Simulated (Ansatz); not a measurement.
# Germanium, diamond under LDA: how the Fermi-Dirac smearing moves the result

A convergence test of the Fermi-Dirac smearing width. The geometry was relaxed under LDA beforehand and stays fixed; 7 values are run, from 0.01 to 1.0 eV. Wanted are the values from which on the energy stays within 10 and 1 meV/atom, and the pressure within 0.5 GPa, of the narrowest run. Within the series other settings stay, but some runs also write fields, which adds to their time. Spin polarisation is left out.

Program: Ansatz 0.2.0. Level of theory: DFT LDA, plane waves with PAW, scalar-relativistic. These are calculated values, not measurements.

1 further run of the same task is left out (set aside as unsound or not needed).

## Step 1: The starting structure

Symmetry: Fd-3m, No. 227, cubic system. The conventional cell has a = 5.630 Å, b = 5.630 Å, c = 5.630 Å, α = 90.00°, β = 90.00°, γ = 90.00°. Around Ge (site symmetry -43m) lie 4 Ge at 2.44 Å.

Structure file:

```
CELL_PARAMETERS angstrom
0.00000 2.81478 2.81478
2.81478 0.00000 2.81478
2.81478 2.81478 0.00000
ATOMIC_POSITIONS crystal
Ge 0.50000 0.50000 0.50000
Ge 0.75000 0.75000 0.75000
```

## Step 2: Width 0.01 eV

The run at 0.01 eV.

Contents of input.yaml:

```yaml
crystal:
  lattice:
    - [0.0, 2.8147752533, 2.8147752533]
    - [2.8147752533, 0.0, 2.8147752533]
    - [2.8147752533, 2.8147752533, 0.0]
  atoms:
    - { symbol: Ge, position: [0.5, 0.5, 0.5] }
    - { symbol: Ge, position: [0.75, 0.75, 0.75] }
hamiltonian:
  xc: lda
  pseudopotentials:
    kind: paw
    azcp:
      Ge: "pseudopotentials/Ge.paw.azcp"
basis:
  ecutwfc: 420
  fft_grid_basis: typed
kpoints:
  mp_grid: { grid: [10, 10, 10], shift: [0, 0, 0] }
magnetization:
  spin_polarized: false
scf:
  occupations: { method: fermi_dirac, width: 0.01 }
  lower_state_search: "off"
output:
  stress: true
  write_density: true
  write_potential: true
  elf: true
  volumetric_format: npy
```

Launch:

```sh
ansatz run input.yaml --threads 2 --pin off --max-ram 5120MiB --backend cpu --events-out ev --progress --plain --runs-dir out
```

## Step 3: Width 0.03 eV

The run at 0.03 eV.

input.yaml, as its differences from that of step 2:

```diff
@@ -22,3 +22,3 @@
 scf:
-  occupations: { method: fermi_dirac, width: 0.01 }
+  occupations: { method: fermi_dirac, width: 0.03 }
   lower_state_search: "off"
```

## Step 4: Width 0.1 eV

The run at 0.1 eV.

input.yaml, as its differences from that of step 3:

```diff
@@ -22,3 +22,3 @@
 scf:
-  occupations: { method: fermi_dirac, width: 0.03 }
+  occupations: { method: fermi_dirac, width: 0.1 }
   lower_state_search: "off"
@@ -26,5 +26 @@
   stress: true
-  write_density: true
-  write_potential: true
-  elf: true
-  volumetric_format: npy
```

## Step 5: Width 0.2 eV

The run at 0.2 eV.

input.yaml, as its differences from that of step 4:

```diff
@@ -22,3 +22,3 @@
 scf:
-  occupations: { method: fermi_dirac, width: 0.1 }
+  occupations: { method: fermi_dirac, width: 0.2 }
   lower_state_search: "off"
```

## Step 6: Width 0.3 eV

The run at 0.3 eV.

input.yaml, as its differences from that of step 5:

```diff
@@ -22,3 +22,3 @@
 scf:
-  occupations: { method: fermi_dirac, width: 0.2 }
+  occupations: { method: fermi_dirac, width: 0.3 }
   lower_state_search: "off"
@@ -26 +26,5 @@
   stress: true
+  write_density: true
+  write_potential: true
+  elf: true
+  volumetric_format: npy
```

## Step 7: Width 0.6 eV

The run at 0.6 eV.

input.yaml, as its differences from that of step 6:

```diff
@@ -22,3 +22,3 @@
 scf:
-  occupations: { method: fermi_dirac, width: 0.3 }
+  occupations: { method: fermi_dirac, width: 0.6 }
   lower_state_search: "off"
```

## Step 8: Width 1.0 eV

The run at 1.0 eV.

input.yaml, as its differences from that of step 7:

```diff
@@ -22,3 +22,3 @@
 scf:
-  occupations: { method: fermi_dirac, width: 0.6 }
+  occupations: { method: fermi_dirac, width: 1.0 }
   lower_state_search: "off"
@@ -26,5 +26 @@
   stress: true
-  write_density: true
-  write_potential: true
-  elf: true
-  volumetric_format: npy
```

(Steps that only read results are left out.)

**Question.** What will these runs give?

**Answer**, as computed:

| quantity | value |
| --- | --- |
| E(σ → 0) stays within 10 meV/atom of 0.01 eV | up to 0.3 eV |
| E(σ → 0) stays within 1 meV/atom | up to 0.1 eV |
| pressure stays within 0.5 GPa | up to 0.3 eV |
| pressure at 0.01 eV | -0.29 GPa |

In words: At 1.0 eV the energy differs by +151.5 meV/atom and the pressure by +5.0 GPa. Over the range F shifts by -461.9 meV/atom, while E(σ → 0) shifts by +151.5. In theory F falls as the square of the width under this scheme, but here the ratio is not steady: the mesh at narrow widths, or a density of states that varies over the wide ones, can both cause that. The mesh (10×10×10) is fixed, so the narrowest widths carry a k-point error of their own.
